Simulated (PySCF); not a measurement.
## MgS: one state, many levels of theory

State: ¹Σ⁺ (singlet), closed shell. Set-up: PySCF, no relativity, basis sets Mg def2-SVPD, S def2-SVPD. De refers to Mg + S in their high-spin ground configurations, without counterpoise correction. A positive dipole means Mg(−)S(+).

| Level | Re (Å) | ωe (cm⁻¹) | De (eV) | μ (D) |
| --- | --- | --- | --- | --- |
| RHF | 2.166 | 523 | 0.253 | -9.58 |
| RHF-MP2 | 2.194 | 526 | 1.96 | n/a |
| RHF-SCS-MP2 | 2.200 | 511 | 1.77 | n/a |
| RHF-CCSD | 2.209 | 476 | 1.41 | n/a |
| RHF-CCSD(T) | 2.214 | 482 | 1.67 | n/a |
| PBE | 2.183 | 504 | 2.30 | -7.41 |
| PBEsol | 2.173 | 513 | 2.52 | -7.47 |
| r²SCAN | 2.167 | 526 | 2.31 | -7.97 |
| r²SCANh | 2.163 | 530 | 2.19 | -8.16 |
| PBE0 | 2.165 | 522 | 2.02 | -8.10 |
| BHandHLYP | 2.159 | 522 | 1.56 | -8.43 |
| ωB97X | 2.147 | 540 | 1.87 | -8.88 |

The bond length runs from 2.147 Å (ωB97X) to 2.214 Å (RHF-CCSD(T)). De spans 0.25 eV (RHF, mean field) to 2.52 eV (PBEsol, GGA). Correlation at CCSD(T) changes the Hartree–Fock bond energy by +1.42 eV; the triples alone change it by +0.26 eV.

Correlated steps freeze 6 core orbitals. Correlated levels converge slowly with the basis: in double zeta they bind strong bonds too weakly, by up to about 1 eV, and carry superposition errors of some tenths. Where the molecule has an RHF reference, its open-shell atoms are computed with UHF. The CCSD T1 diagnostic is raised, a sign that a single reference may not be enough here.
